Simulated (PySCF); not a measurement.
# Ionisation energy of F by level of theory

F [He] 2s2 2p5 (2P) → F⁺ [He] 2s2 2p4 (3P), as a difference of total energies. All numbers are calculated (PySCF 2.14, scalar relativity by spin-free X2C-1e, in aug-cc-pVQZ-DK (6s5p4d3f2g, 80 functions)). Correlated levels: valence: 1s2 frozen. The calculations carry no spin-orbit coupling.

| method | ionisation energy (eV) |
| --- | --- |
| UHF | 15.639 |
| MP2 (valence) | 17.382 |
| SCS-MP2 (valence) | 17.389 |
| CCSD (valence) | 17.269 |
| CCSD(T) (valence) | 17.334 |

**Question.** How much does correlation contribute at CCSD(T) (valence)?

**Answer.** 17.334 − (15.639) = 1.695 eV, measured against UHF.

Errors of the correlated levels include the incompleteness of this basis and the frozen core.

For comparison: 17.427 eV (measured; NIST levels, between the centres of gravity of the two terms).
